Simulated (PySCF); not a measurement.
# N2H3 (hydrazinyl radical) at UB2PLYP/STO-3G

What is the vertical ionisation energy of N2H3 (hydrazinyl radical) at UB2PLYP/STO-3G? 

Program for the calculation: PySCF 2.14.0.

7 further runs of the same task are left out: 7 set aside as unsound or not needed.

### Step 1. The molecule

N2H3: 5 atoms, total charge 0, spin state doublet. As SMILES, `[NH]N`. The coordinates come from a PBE0-D4/def2-TZVP relaxation. This is one conformer, not always the lowest.

Bond lengths: N1–N2 1.338 Å, N1–H3 1.021 Å, N2–H4 1.008 Å, N2–H5 1.012 Å. Angles: N1–N2–H4 113.9°, N1–N2–H5 120.9°, N2–N1–H3 106.1°, H4–N2–H5 114.6°.

### Step 2. The energy at UB2PLYP/STO-3G

File run.py:

```python
# hydrazinyl radical
from pyscf import gto, dft, mp

mol = gto.Mole()
mol.atom = [
    ('N', (-0.187600, -0.818050, 0.454040)),
    ('N', (-0.128660, 0.235610, -0.368450)),
    ('H', (0.759840, -0.951450, 0.811270)),
    ('H', (-1.030950, 0.592300, -0.640030)),
    ('H', (0.587360, 0.941580, -0.256830)),
]
mol.basis = 'sto-3g'
mol.spin = 1
mol.charge = 0
mol.max_memory = 1860
mol.verbose = 3
mol.build()

mf = dft.UKS(mol)
mf.xc = '0.53*HF + 0.47*B88, 0.73*LYP'
mf.grids.level = 5
mf.conv_tol = 1e-10
mf.kernel()
if not mf.converged:
    mf = mf.newton().run(mf.mo_coeff, mf.mo_occ)

pt = mp.MP2(mf, frozen=2).run()
e_final = mf.e_tot + 0.27 * pt.e_corr
print('PT2 part  %.8f' % (0.27 * pt.e_corr))
print(f'total energy: {e_final:.8f} hartree')
```

Run with:

```bash
$ OMP_NUM_THREADS=1 python run.py
```

Standard output:

```text
WARN: HOMO -0.0642187205824191 >= LUMO -0.0642187205824172

converged SCF energy = -109.540991807208  <S^2> = 0.75241709  2S+1 = 2.0024156
E(UMP2) = -109.643513252764  E_corr = -0.10252144555605
E(SCS-UMP2) = -109.650873280051  E_corr = -0.109881472843214
PT2 part  -0.02768079
total energy: -109.56867260 hartree
```

It took 3.6 s on 1 thread of Arm Neoverse V1, shared host; peak memory 0.18 GiB.

### Step 3. The singlet cation, same level

File job.py:

```python
from pyscf import gto, dft, mp

system = gto.M(
    atom='''
N       -0.187600      -0.818050       0.454040
N       -0.128660       0.235610      -0.368450
H        0.759840      -0.951450       0.811270
H       -1.030950       0.592300      -0.640030
H        0.587360       0.941580      -0.256830
''',
    charge=1,
    max_memory=1860,
    basis='sto-3g',
    verbose=3,
)

mf = dft.RKS(system)
mf.xc = '0.53*HF + 0.47*B88, 0.73*LYP'
mf.conv_tol = 1e-10
mf.grids.level = 5
mf.kernel()
if not mf.converged:
    mf = mf.newton().run(mf.mo_coeff, mf.mo_occ)

pt = mp.MP2(mf, frozen=2).run()
etot = mf.e_tot + 0.27 * pt.e_corr
print('PT2 part  %.8f' % (0.27 * pt.e_corr))
print(f'total energy: {etot:.8f} hartree')
```

Run with:

```bash
$ OMP_NUM_THREADS=1 python job.py
```

Standard output:

```text
converged SCF energy = -109.29776206379
E(RMP2) = -109.483074748675  E_corr = -0.185312684885347
E(SCS-RMP2) = -109.492992678722  E_corr = -0.195230614932535
PT2 part  -0.05003442
total energy: -109.34779649 hartree
```

Wall time 2.2 s (1 thread of Arm Neoverse V1, shared host); peak memory 0.17 GiB.

### Step 4. What came out

At UB2PLYP/STO-3G, 2 core orbitals frozen:

```
                                                              quantity          value
                                            doublet N2H3: total energy  -109.56867 Eh
                                doublet N2H3: dipole moment (SCF part)         2.33 D
doublet N2H3: HOMO energy (SCF part's orbitals) (highest over α and β)       -4.46 eV
 doublet N2H3: LUMO energy (SCF part's orbitals) (lowest over α and β)        5.34 eV
                                                    doublet N2H3: ⟨S²⟩          0.752
                                          singlet cation: total energy  -109.34780 Eh
                     singlet cation: HOMO energy (SCF part's orbitals)      -18.49 eV
                     singlet cation: LUMO energy (SCF part's orbitals)       -8.57 eV
                   singlet cation: HOMO–LUMO gap (SCF part's orbitals)        9.91 eV
                    vertical ionisation energy (to the singlet cation)       6.010 eV
```

The vertical ionisation energy comes to 6.01 eV (139 kcal/mol). Only the singlet of the ionised species was computed; a triplet could lie lower. In a minimal basis such a difference can be off by several eV, whatever the method.
